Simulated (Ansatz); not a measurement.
**Property card for SiO2**

Method: DFT LDA, scalar-relativistic, plane waves, PAW in Ansatz 0.2.0.

Settings: cutoff 420 eV, Γ-centred mesh 6×6×6 on the computed 24-atom cell, Gaussian smearing of 0.02 eV; no spin polarisation.

The structure is relaxed at this level of theory with its symmetry kept. This form isn't the usual stable structure of the compound.

```cif
data_structure
_symmetry_space_group_name_H-M 'I4/mmm'
_symmetry_Int_Tables_number 139
_cell_length_a 12.9940
_cell_length_b 12.9940
_cell_length_c 5.2330
_cell_angle_alpha 90.000
_cell_angle_beta 90.000
_cell_angle_gamma 90.000
_cell_volume 883.56
loop_
_atom_site_label
_atom_site_type_symbol
_atom_site_symmetry_multiplicity
_atom_site_Wyckoff_symbol
_atom_site_fract_x
_atom_site_fract_y
_atom_site_fract_z
_atom_site_occupancy
Si1 Si 16 l 0.88126 0.71016 0.50000 1
O1 O 16 k 0.85726 0.64274 0.25000 1
O2 O 8 j 0.00000 0.74309 0.50000 1
O3 O 8 h 0.81330 0.81330 0.50000 1
```

(1) Formation energy from the elements' standard states (uncorrected)?

(2) Kohn–Sham band gap?

(3) Löwdin character of the top 1 eV of the valence band?

(4) Electron masses at the edge by Cartesian direction of the standard setting (m_e; degenerate bands sorted by energy; no spin-orbit coupling)?

(5) Hole masses at the edge by Cartesian direction of the standard setting (m_e; degenerate bands sorted by energy; no spin-orbit coupling)?

Answers

(1) -3.100 eV/atom.

(2) 5.50 eV, direct at Γ.

(3) O 2p 97 %.

(4) x: 0.65; y: 0.65; z: 0.59.

(5) x: over 30; y: over 30; z: 1.1.

Cost: 11 runs of about 2 core-hours in all, on Intel Xeon Processor @ 2.70GHz (shared hosts).